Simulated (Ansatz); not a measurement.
# CH₅O (doublet): the correlation ladder at distance O1–H3 along a hydrogen transfer = 0.960 Å, cc-pVDZ

An exercise on one series of results from a longer session: the logs are not shown, and one member is left open.

Computed with Ansatz 0.2.0, Gaussian basis. Level: cc-pVDZ, core rule «outside noble gas», up to 2 orbitals frozen.

Plan: UHF; CCSD(T) on ROHF; CCSD(T) on UHF; BCCD(T) on ROHF; CISD; CCSDT(Q) on ROHF; CCSDT(Q) on UHF; CASSCF and MRCISD+Q, 3 electrons in 3 orbitals; CASSCF and NEVPT2, 3 electrons in 3 orbitals.

## The system

The geometry derives from fragments relaxed apart (PBE0/def2-TZVP) and kept rigid, so it is no stationary point. A hydrogen atom is moved between rigid fragments.

7 atoms, charge 0, spin multiplicity 2.

Atoms are counted from 1 here; the program's logs count them from 0.

Bond lengths: O1–H2 0.960 Å, O1–H3 0.960 Å, H3–C4 1.336 Å, C4–H5 1.080 Å, C4–H6 1.080 Å, C4–H7 1.080 Å. Angles: H2–O1–H3 105.1°, O1–H3–C4 180.0°, H3–C4–H5 90.0°, H3–C4–H6 90.0°, H3–C4–H7 90.0°, H5–C4–H6 120.0°, H5–C4–H7 120.0°, H6–C4–H7 120.0°.

The first run:

The input, in.yaml:

```yaml
crystal:
  periodic: [false, false, false]
  atoms:
    - {symbol: O, position_ang: [-1.066122, -0.028258, 0.000000]}
    - {symbol: H, position_ang: [-1.315431, 0.898317, 0.000000]}
    - {symbol: H, position_ang: [-0.106593, -0.028258, 0.000000]}
    - {symbol: C, position_ang: [1.229878, -0.028258, 0.000000]}
    - {symbol: H, position_ang: [1.229878, -1.108280, 0.000000]}
    - {symbol: H, position_ang: [1.229878, 0.511753, 0.935327]}
    - {symbol: H, position_ang: [1.229878, 0.511753, -0.935327]}
basis:
  gaussian: {orbitals: cc-pVDZ}
magnetization: {spin_polarized: true, initial_magnetization: 1}
hamiltonian: {xc: hf}
output: {orbitals: {seedname: orbitals}}
```

Started as:

```sh
$ ansatz run in.yaml --threads 1 --pin off --events-out ev --progress --plain --max-ram 4096MiB --backend cpu
```

Steps of the session up to this table: UHF; CCSD(T) on ROHF; CCSD(T) on UHF; BCCD(T) on ROHF; CISD; CCSDT(Q) on ROHF; CCSDT(Q) on UHF; CASSCF and MRCISD+Q, 3 electrons in 3 orbitals; CASSCF and NEVPT2, 3 electrons in 3 orbitals.

One of the session's tables, all rows but one given; the rest of the session is left out.

| method | from UCCSDT(Q) (meV) |
| --- | --- |
| ROHF | +10539.9 |
| UHF | +10365.4 |
| RMP2 | +1044.4 |
| UMP2 | +1065.1 |
| CISD | +1106.3 |
| RCCSD | +237.3 |
| UCCSD | +233.8 |
| RCCSD(T) | +35.5 |
| UCCSD(T) | +35.6 |
| BCCD(T) | +35.2 |
| RCCSDT | +18.8 |
| UCCSDT | +18.1 |
| RCCSDT(Q) | +0.9 |
| UCCSDT(Q) | 0 |
| CASSCF pair | +9969.8 |
| NEVPT2 pair | +1037.8 |
| MRCISD pair | ? |
| MRCISD+Q pair | +136.8 |

Estimate the missing values for MRCISD pair.

The run gave: from UCCSDT(Q) (meV): +1011.3. In the column «from UCCSDT(Q) (meV)» it lies between RCCSD (+237.3) and NEVPT2 pair (+1037.8).

Limits of these values: Restricted and unrestricted rows rest on different reference determinants; where their highest levels disagree by more than a few hundredths of an eV, they describe different states and don't form one ladder.
